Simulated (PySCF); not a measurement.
A GIAO shielding run with PySCF 2.14.0 with density-fitted response routines (density fitting, non-relativistic, gas phase) on SMILES N#[O+], [NO]+:

```
$ OMP_NUM_THREADS=1 python probes_run.py task.json out

{"job": {"kind": "nmr", "xc": "KT3", "basis": "pcSseg-2", "pop": false}, "charge": 1, "multiplicity": 1}
N     -0.475843    -0.213628     0.049363
O      0.493260     0.184791    -0.061515
```

Hardware: 1 thread of an Arm Neoverse N1, shared host.

Q: How large is the calculation?

A: 14 electrons, 72 basis functions and 197 auxiliary functions.

Q: How long does it take, and how much memory does it need?

A: 1.8 s of wall time, with 12 SCF cycles; peak memory 0.31 GiB. Times on a shared host scatter by some tens of per cent.

Q: And these other runs on the same molecule and hardware: GIAO shielding at B97-2/pcSseg-2; GIAO shielding at PBE0/pcSseg-2; GIAO shielding at wB97X-D/pcSseg-2?

A: B97-2/pcSseg-2: 72 functions, 1.2 s; PBE0/pcSseg-2: 72 functions, 2.6 s; wB97X-D/pcSseg-2: 72 functions, 1.6 s.
